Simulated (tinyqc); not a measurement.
Worked calculation: extended Hueckel theory, for LiH-. The parameters take no account of the charge, which enters only through the electron count, and nothing here shows that the anion is bound. One step of it, computed by the program tinyqc.

Task: Mulliken analysis. P = C n C^T; charge = valence electrons (H 1, Li 1) minus the sum of (P S)_ii on the atom; overlap population = 2 sum P_ij S_ij between two atoms.

coefficients:
```
               MO1        MO2        MO3       MO4        MO5
1Li 2s    0.028436   0.895332   0.000000  0.000000   0.644133
1Li 2px   0.000000   0.000000   0.997684  0.068018   0.000000
1Li 2py   0.000000   0.000000  -0.068018  0.997684   0.000000
1Li 2pz  -0.038515  -0.456378   0.000000  0.000000   1.080182
2H 1s     1.007107  -0.152769   0.000000  0.000000  -0.745849
```

occupations: 2.000000  1.000000  0.000000  0.000000  0.000000

overlap S:
```
           1Li 2s   1Li 2px   1Li 2py   1Li 2pz     2H 1s
1Li 2s   1.000000  0.000000  0.000000  0.000000  0.369263
1Li 2px  0.000000  1.000000  0.000000  0.000000  0.000000
1Li 2py  0.000000  0.000000  1.000000  0.000000  0.000000
1Li 2pz  0.000000  0.000000  0.000000  1.000000  0.486055
2H 1s    0.369263  0.000000  0.000000  0.486055  1.000000
```

Give: charges; Overlap populations.

Result:

charges: 1Li 0.019, 2H -1.019

Overlap populations:
```
pair      value
2-1   -0.066353
```
